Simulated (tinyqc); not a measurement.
Inside a calculation. Method: UHF in the sto-3g basis, for OH+, spin multiplicity 3. One step of it, computed by the program tinyqc.

Task: Iteration 1: building the Fock matrix. J_ij = sum D_kl (ij|kl) with D = D(alpha) + D(beta), K_ij = sum D_kl (ik|jl) for each spin; F = H + J - K(s); E = tr D H + tr D J / 2 - 0.5 sum_s tr D(s) K(s) + E_nn.

D(alpha) at the start, lower triangle:
```
            1O 1s      1O 2s    1O 2px    1O 2py     1O 2pz     2H 1s
1O 1s    1.060461
1O 2s   -0.256846   1.090759
1O 2px   0.000000   0.000000  1.000000
1O 2py   0.000000   0.000000  0.000000  1.000000
1O 2pz  -0.006215   0.033474  0.000000  0.000000   1.034642
2H 1s    0.019282  -0.080001  0.000000  0.000000  -0.099280  0.014938
```

D(beta) at the start, lower triangle:
```
            1O 1s      1O 2s    1O 2px    1O 2py     1O 2pz     2H 1s
1O 1s    1.060461
1O 2s   -0.256846   1.090759
1O 2px   0.000000   0.000000  0.000000
1O 2py   0.000000   0.000000  0.000000  0.000000
1O 2pz  -0.006215   0.033474  0.000000  0.000000   1.034642
2H 1s    0.019282  -0.080001  0.000000  0.000000  -0.099280  0.014938
```

core Hamiltonian H = T + V (hartree), lower triangle:
```
             1O 1s      1O 2s     1O 2px     1O 2py     1O 2pz      2H 1s
1O 1s   -31.985827
1O 2s    -7.438806  -8.614204
1O 2px    0.000000   0.000000  -6.806186
1O 2py    0.000000   0.000000   0.000000  -6.806186
1O 2pz   -0.006975  -0.087701   0.000000   0.000000  -6.850767
2H 1s    -0.571817  -1.493353   0.000000   0.000000  -1.207902  -3.414860
```

Two-electron integrals (ij|kl) in chemists' order, unique and non-zero (hartree):
```
(11|11) 4.785065   (21|11) 0.741380   (21|21) 0.136873   (22|11) 1.118947
(22|21) 0.256633   (22|22) 0.817206   (31|31) 0.024477   (32|31) 0.037809
(32|32) 0.180518   (33|11) 1.115814   (33|21) 0.256684   (33|22) 0.817023
(33|33) 0.880159   (41|41) 0.024477   (42|41) 0.037809   (42|42) 0.180518
(43|43) 0.047444   (44|11) 1.115814   (44|21) 0.256684   (44|22) 0.817023
(44|33) 0.785270   (44|44) 0.880159   (51|51) 0.024477   (52|51) 0.037809
(52|52) 0.180518   (53|53) 0.047444   (54|54) 0.047444   (55|11) 1.115814
(55|21) 0.256684   (55|22) 0.817023   (55|33) 0.785270   (55|44) 0.785270
(55|55) 0.880159   (61|11) 0.057061   (61|21) 0.010458   (61|22) 0.019527
(61|33) 0.019494   (61|44) 0.019494   (61|51) 0.000444   (61|52) 0.000845
(61|55) 0.019595   (61|61) 0.000808   (62|11) 0.168203   (62|21) 0.039192
(62|22) 0.142161   (62|33) 0.139630   (62|44) 0.139630   (62|51) 0.002879
(62|52) 0.024103   (62|55) 0.147078   (62|61) 0.003055   (62|62) 0.033436
(63|31) 0.003720   (63|32) 0.023014   (63|53) 0.004734   (63|63) 0.004301
(64|41) 0.003720   (64|42) 0.023014   (64|54) 0.004734   (64|64) 0.004301
(65|11) 0.134715   (65|21) 0.031752   (65|22) 0.123155   (65|33) 0.117954
(65|44) 0.117954   (65|51) 0.005685   (65|52) 0.042013   (65|55) 0.133414
(65|61) 0.002556   (65|62) 0.035331   (65|65) 0.041270   (66|11) 0.368453
(66|21) 0.087164   (66|22) 0.364460   (66|33) 0.352646   (66|44) 0.352646
(66|51) 0.006675   (66|52) 0.079833   (66|55) 0.387777   (66|61) 0.006809
(66|62) 0.119102   (66|65) 0.144601   (66|66) 0.774606
```

nuclear repulsion = 2.96457821 hartree

Give: Coulomb J; exchange K(alpha); exchange K(beta); F(alpha); F(beta); total energy of this density.

Result:

Coulomb J (hartree), lower triangle:
```
          1O 1s   1O 2s  1O 2px  1O 2py  1O 2pz   2H 1s
1O 1s   16.2767
1O 2s    3.0144  7.1350
1O 2px   0.0000  0.0000  7.0961
1O 2py   0.0000  0.0000  0.0000  7.0961
1O 2pz   0.0015  0.0013  0.0000  0.0000  7.1901
2H 1s    0.2308  1.1924  0.0000  0.0000  1.0161  2.9334
```

exchange K(alpha) (hartree), lower triangle:
```
         1O 1s   1O 2s  1O 2px  1O 2py  1O 2pz   2H 1s
1O 1s   4.9176
1O 2s   0.8567  1.4270
1O 2px  0.0000  0.0000  1.1757
1O 2py  0.0000  0.0000  0.0000  1.1757
1O 2pz  0.0003  0.0022  0.0000  0.0000  1.1766
2H 1s   0.0701  0.2055  0.0000  0.0000  0.1300  0.0535
```

exchange K(beta) (hartree), lower triangle:
```
         1O 1s   1O 2s  1O 2px  1O 2py  1O 2pz   2H 1s
1O 1s   4.8686
1O 2s   0.7811  1.0659
1O 2px  0.0000  0.0000  0.2481
1O 2py  0.0000  0.0000  0.0000  0.2481
1O 2pz  0.0003  0.0022  0.0000  0.0000  1.0817
2H 1s   0.0627  0.1595  0.0000  0.0000  0.1205  0.0449
```

F(alpha) (hartree), lower triangle:
```
           1O 1s    1O 2s   1O 2px   1O 2py   1O 2pz    2H 1s
1O 1s   -20.6267
1O 2s    -5.2811  -2.9062
1O 2px    0.0000   0.0000  -0.8858
1O 2py    0.0000   0.0000   0.0000  -0.8858
1O 2pz   -0.0058  -0.0886   0.0000   0.0000  -0.8373
2H 1s    -0.4111  -0.5065   0.0000   0.0000  -0.3219  -0.5350
```

F(beta) (hartree), lower triangle:
```
           1O 1s    1O 2s  1O 2px  1O 2py   1O 2pz    2H 1s
1O 1s   -20.5777
1O 2s    -5.2055  -2.5452
1O 2px    0.0000   0.0000  0.0418
1O 2py    0.0000   0.0000  0.0000  0.0418
1O 2pz   -0.0058  -0.0886  0.0000  0.0000  -0.7424
2H 1s    -0.4037  -0.4604  0.0000  0.0000  -0.3124  -0.5264
```

total energy of this density = -73.743907 hartree
